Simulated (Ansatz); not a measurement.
**C2H4N2O: small, medium and large basis sets**

An exercise on one series of results from a longer session: the logs are not shown, and one member is left open.

The runs use Ansatz 0.2.0, Gaussian basis; one geometry, several basis sets.

Levels to be run: PBE0-D4/def2-SVP; ωB97M-V/def2-SVP; PBE0-D4/def2-QZVPP; ωB97M-V/def2-QZVPP; the functionals' def2-TZVPP values are taken from earlier runs.

## The relaxed structure

An earlier PBE0-D4 in a triple-zeta def2 set relaxation fixed the geometry.

SMILES `C=NC(=N)O`, 9 atoms, charge 0, spin multiplicity 1.

Atoms are counted from 1 here; the program's logs count them from 0.

Bond lengths: C1–N2 1.266 Å, C1–H6 1.092 Å, C1–H7 1.089 Å, N2–C3 1.403 Å, C3–N4 1.262 Å, C3–O5 1.345 Å, N4–H8 1.016 Å, O5–H9 0.965 Å. Angles: N2–C1–H6 123.7°, N2–C1–H7 118.1°, H6–C1–H7 118.2°, C1–N2–C3 118.6°, N2–C3–N4 123.4°, N2–C3–O5 116.0°, N4–C3–O5 120.6°, C3–N4–H8 109.2°, C3–O5–H9 106.0°.

The first run:

in.yaml

```yaml
crystal:
  periodic: [false, false, false]
  atoms:
    - {symbol: C, position_ang: [0.202319, 1.255164, -0.979304]}
    - {symbol: N, position_ang: [0.227141, -0.007977, -0.903636]}
    - {symbol: C, position_ang: [-0.049072, -0.613524, 0.331983]}
    - {symbol: N, position_ang: [-0.057165, -1.863436, 0.507780]}
    - {symbol: O, position_ang: [-0.312815, 0.223002, 1.351874]}
    - {symbol: H, position_ang: [-0.023007, 1.908212, -0.133864]}
    - {symbol: H, position_ang: [0.417776, 1.714834, -1.942382]}
    - {symbol: H, position_ang: [0.163199, -2.325220, -0.369559]}
    - {symbol: H, position_ang: [-0.479775, -0.337354, 2.119909]}
basis:
  gaussian: {orbitals: def2-SVP}
hamiltonian: {xc: pbe0, dispersion: d4}
output: {orbitals: {seedname: orbitals}}
```

The run is started by

```bash
ansatz run in.yaml --threads 2 --pin off --events-out ev --progress --plain --max-ram 4352MiB
```

Among the steps run: PBE0-D4 in def2-SVP; ωB97M-V in def2-SVP; PBE0-D4 in def2-QZVPP; ωB97M-V in def2-QZVPP.

One of the session's tables, all rows but one given; the rest of the session is left out.

It belongs to the step «Density functionals: the series». 

```
functional       basis  HOMO (eV)
   PBE0-D4    def2-SVP      -7.89
   PBE0-D4  def2-TZVPP      -8.07
   PBE0-D4  def2-QZVPP      -8.12
   ωB97M-V    def2-SVP     -10.09
   ωB97M-V  def2-TZVPP     -10.31
   ωB97M-V  def2-QZVPP          ?
```

Estimate the missing values for ωB97M-V, def2-QZVPP.

As computed: HOMO (eV): -10.35. In the column «HOMO (eV)» it is the lowest.
